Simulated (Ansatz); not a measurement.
Abridged output of a molecular run in Ansatz:

```
Functional definition: HF
1202 factors; integrals over basis functions are off by at most 1.1e-3 eV
mean field evaluation 1: about -17315.6016 eV, gradient 3.4e1 eV
mean field evaluation 2: about -17315.7680 eV, gradient 3.5e1 eV
mean field evaluation 4: about -17318.7694 eV, gradient 3.3e0 eV
mean field evaluation 8: about -17318.8251 eV, gradient 9.6e-2 eV
mean field -17318.82516236 eV, -636.4550855953 hartree, gradient 5.6e-6 eV, S^2 0.000000; 0 other end points of the search recorded, 0 dependent functions left out
11 core orbitals not correlated: weight in the atoms' cores, before any rotation towards them, 1.000 or more for the frozen orbitals, at most 0.000 for the correlated occupied ones
reference -17318.82516236 eV, -636.4550855953 hartree; 10, 10 occupied and 192, 192 virtual orbitals, 1202 factors
second order -12.91016997 eV of doubles, -0.00000000 eV of singles
cycle   1  -13.83169381 eV  change   -9.2e-1 eV  update   8.3e-2
cycle   2  -14.26949732 eV  change   -4.4e-1 eV  update   2.6e-2
cycle   3  -14.31325893 eV  change   -4.4e-2 eV  update   9.6e-3
cycle   4  -14.30775814 eV  change    5.5e-3 eV  update   2.9e-3
cycle   5  -14.30751840 eV  change    2.4e-4 eV  update   1.0e-3
cycle   6  -14.30724478 eV  change    2.7e-4 eV  update   2.8e-4
cycle   7  -14.30716338 eV  change    8.1e-5 eV  update   8.2e-5
cycle   8  -14.30718086 eV  change   -1.7e-5 eV  update   3.4e-5
cycle   9  -14.30718354 eV  change   -2.7e-6 eV  update   1.3e-5
perturbative correction -0.48812784 eV, -0.0179383674 hartree
Total energy: -17333.62047374 eV, -636.9988032599 hartree
```

Its atoms:

```xyz
10

N    -0.2393    1.0349    1.4404
Si    0.7371    0.4599    0.1405
Si   -0.4571   -1.1836   -1.0222
H    -1.1863    1.3269    1.2596
H     0.1763    1.6042    2.1607
H     1.9771   -0.1109    0.7337
H     1.1782    1.4975   -0.8448
H    -1.7803   -0.6471   -1.4506
H    -0.6957   -2.3834   -0.1758
H     0.2898   -1.5984   -2.2415
```

Q: Which basis set was used?
A. cc-pV(Q+d)Z
B. def2-TZVPP
C. def2-QZVPP
D. def2-SVP

A: B. It gives 213 functions.

Q: Write the keys of the input that set method, charge and spin (a neutral closed shell needs none for the last two).

A: 
```yaml
correlation: {method: ccsd_t}
```
